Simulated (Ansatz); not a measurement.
**BSiH₄ (doublet): from Hartree-Fock to the top rungs at distance B1–H4 along a hydrogen transfer = 1.110 Å, cc-pVDZ**

An exercise on one series of results from a longer session: the logs are not shown, and one member is left open.

Computed with Ansatz 0.2.0, Gaussian basis. Level: cc-pVDZ, core rule «outside noble gas», up to 6 orbitals frozen.

Plan: UHF; CCSD(T) on ROHF; CCSD(T) on UHF; BCCD(T) on ROHF; CISD; CCSDT(Q) on ROHF; CCSDT(Q) on UHF; CASSCF and MRCISD+Q, 3 electrons in 3 orbitals; CASSCF and NEVPT2, 3 electrons in 3 orbitals; CASSCF and NEVPT2, 9 electrons in 9 orbitals.

6 further runs of the same task are left out: 5 that didn't finish, 1 set aside as unsound or not needed.

### What is computed

The geometry derives from fragments relaxed apart (PBE0/def2-TZVP) and kept rigid, so it is no stationary point. A hydrogen atom is moved between rigid fragments.

6 atoms, charge 0, spin multiplicity 2.

Atoms are counted from 1 here; the program's logs count them from 0.

Bond lengths: B1–H2 1.193 Å, B1–H3 1.193 Å, B1–H4 1.110 Å, Si5–H6 1.532 Å. Angles: H2–B1–H3 120.0°, H2–B1–H4 120.0°, H3–B1–H4 120.0°.

Coordinates:

```xyz
6
charge 0, multiplicity 2
B    -2.04323    0.03474    0.00000
H    -2.63996    1.06831    0.00000
H    -2.63996   -0.99883    0.00000
H    -0.93323    0.03474    0.00000
Si    0.96077    0.03474    0.00000
H     1.35721   -1.44477    0.00000
```

The first run:

The input, in.yaml:

```yaml
crystal:
  periodic: [false, false, false]
  atoms:
    - {symbol: B, position_ang: [-2.043226, 0.034738, 0.000000]}
    - {symbol: H, position_ang: [-2.639959, 1.068310, 0.000000]}
    - {symbol: H, position_ang: [-2.639960, -0.998833, 0.000000]}
    - {symbol: H, position_ang: [-0.933226, 0.034738, 0.000000]}
    - {symbol: Si, position_ang: [0.960774, 0.034738, 0.000000]}
    - {symbol: H, position_ang: [1.357208, -1.444775, 0.000000]}
basis:
  gaussian: {orbitals: cc-pVDZ}
magnetization: {spin_polarized: true, initial_magnetization: 1}
hamiltonian: {xc: hf}
output: {orbitals: {seedname: orbitals}}
```

Launch:

```sh
> ansatz run in.yaml --threads 1 --pin off --events-out ev --progress --plain --max-ram 2393MiB
```

Among the steps run: UHF; CCSD(T) on ROHF; CCSD(T) on UHF; BCCD(T) on ROHF; CISD; CCSDT(Q) on ROHF; CCSDT(Q) on UHF; CASSCF and MRCISD+Q, 3 electrons in 3 orbitals; CASSCF and NEVPT2, 3 electrons in 3 orbitals; CASSCF and NEVPT2, 9 electrons in 9 orbitals.

One table of the session follows, with a row left open; its other results are not shown here.

```
       method  from UCCSDT(Q) (meV)
         ROHF               +6025.8
          UHF               +5904.6
         RMP2               +1416.8
         UMP2               +1441.6
         CISD                +646.6
        RCCSD                +162.1
        UCCSD                +159.4
     RCCSD(T)                 +37.6
     UCCSD(T)                     ?
      BCCD(T)                 +37.5
       RCCSDT                  +5.0
       UCCSDT                  +4.8
    RCCSDT(Q)                  +0.4
    UCCSDT(Q)                     0
  CASSCF pair               +5602.0
  NEVPT2 pair               +1413.8
  MRCISD pair                +576.3
MRCISD+Q pair                 +55.6
```

**Question.** Estimate the row for UCCSD(T).

The run gave: from UCCSDT(Q) (meV): +37.9. In the column «from UCCSDT(Q) (meV)» it lies between RCCSD(T) (+37.6) and MRCISD+Q pair (+55.6).

Among the levels timed on like hardware and quicker than the yardstick, those that no quicker one beats, quickest first: NEVPT2 pair (1.2 s, +1413.8 meV); MRCISD+Q pair (1.4 s, +55.6 meV); RCCSD(T) (2.8 s, +37.6 meV); BCCD(T) (2.9 s, +37.5 meV).

Left out of the table: CASSCF frontier, NEVPT2 frontier (the active space lost an orbital or holds another state than full CI finds).

Caveats from the session: Of the multireference levels listed MRCISD+Q pair comes nearest in total energy (+55.6 meV), which doesn't show that its space is the better one. Restricted and unrestricted rows rest on different reference determinants; where their highest levels disagree by more than a few hundredths of an eV, they describe different states and don't form one ladder. Warnings in the runs' records: passed over end.
